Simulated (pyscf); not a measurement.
Optimised with ωB97X-D3(BJ)/def2-SVP in PySCF.

### Question
Estimate the classical barrier height and the reaction energy of HO–Bi(F)–F (SMILES [OH][Bi]([F])[F]) + HF (SMILES F) -> F–Bi(F)–F (SMILES [F][Bi]([F])[F]) + H₂O (SMILES O) at M06-2X/def2-TZVP. The step runs on the singlet surface, breaks Bi–O, F–H and forms Bi–F, H–O; take the separated reactants as zero.

### Answer
ΔE‡ = -0.32 eV, ΔE = -0.24 eV. ωB97M-D3(BJ)/def2-TZVP gives -0.25 eV and -0.31 eV. Zero-point energy shifts the barrier by +0.03 eV. It is a four-centre exchange, with an imaginary mode of 502i cm⁻¹. On the reactant side the descent ends in a bound adduct, 0.52 eV under the separated species and 0.22 eV under the saddle at ωB97X-D3(BJ)/def2-TZVP. On the product side the descent ends in an adduct with a Bi–O contact, 0.62 eV under the separated species and 0.61 eV under the saddle at ωB97X-D3(BJ)/def2-TZVP. At M06-2X the saddle lies under the separated reactants, which points to a path from their complex (located at ωB97X-D3(BJ) alone). At M06-2X the saddle lies under the separated products, which points to a path from their complex (located at ωB97X-D3(BJ) alone). What is counted as broken (Bi–O) persists as a longer contact in the product adduct; parting that adduct is a step of its own. This is the saddle that the search found; another between the same sides may lie lower. Elements past Kr carry the def2 core potentials, without spin-orbit coupling.
